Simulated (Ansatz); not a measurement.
This geometry of C4H12N2 (18 atoms, charge 0, multiplicity 1) is a first-order saddle point.

Computed with Ansatz 0.2.0, RKS PBE-D4/def2-SVP.

```xyz
18
Properties=species:S:1:pos:R:3
C 0.394 -0.503 1.476
C 0.685 -0.057 0.040
C 1.098 -1.235 -0.850
C -0.482 0.765 -0.591
N -1.656 -0.041 -0.694
N -0.818 2.015 0.100
H -0.448 -1.223 1.523
H 1.279 -0.994 1.930
H 0.127 0.361 2.120
H 1.542 0.654 0.073
H 1.293 -0.903 -1.891
H 0.307 -2.013 -0.895
H 2.019 -1.726 -0.472
H -0.098 1.093 -1.597
H -2.525 0.386 -0.997
H -1.663 -1.017 -0.426
H 0.000 2.638 0.134
H -1.091 1.808 1.071
```

Question: Which two structures does it join? (They come from a converged band through this point; their orientation in space is the band's.)

Answer: No bond is made or broken. The height of N5 over the plane of its neighbours goes from -0.41 to 0.39 Å.

First end point:

```xyz
18
Properties=species:S:1:pos:R:3
C 0.393 -0.564 1.450
C 0.698 -0.066 0.032
C 1.167 -1.210 -0.872
C -0.494 0.706 -0.606
N -1.640 -0.178 -0.757
N -0.851 1.967 0.061
H -0.374 -1.367 1.445
H 1.300 -0.989 1.925
H 0.033 0.253 2.111
H 1.524 0.679 0.110
H 1.462 -0.836 -1.874
H 0.345 -1.938 -1.022
H 2.039 -1.742 -0.439
H -0.167 0.993 -1.633
H -2.415 0.371 -1.153
H -1.967 -0.476 0.173
H -0.051 2.617 0.041
H -1.040 1.790 1.059
```

Last end point:

```xyz
18
Properties=species:S:1:pos:R:3
C 0.454 -0.473 1.510
C 0.693 -0.053 0.057
C 1.070 -1.252 -0.822
C -0.509 0.740 -0.541
N -1.711 -0.086 -0.528
N -0.855 1.977 0.149
H -0.426 -1.143 1.581
H 1.336 -1.000 1.927
H 0.257 0.406 2.158
H 1.549 0.661 0.032
H 1.202 -0.955 -1.884
H 0.293 -2.045 -0.781
H 2.019 -1.718 -0.485
H -0.187 1.048 -1.574
H -2.482 0.460 -0.931
H -1.587 -0.914 -1.122
H -0.041 2.602 0.186
H -1.113 1.757 1.121
```

Question: How far does it lie above each of them?

Answer: 4.8 kcal/mol above the first and 4.6 kcal/mol above the second. This is the barrier of this one path; another mechanism may lie lower.

Time of the run: 3.2 min on 2 threads of Arm Neoverse V2, on a shared host, peak memory 0.2 GiB.
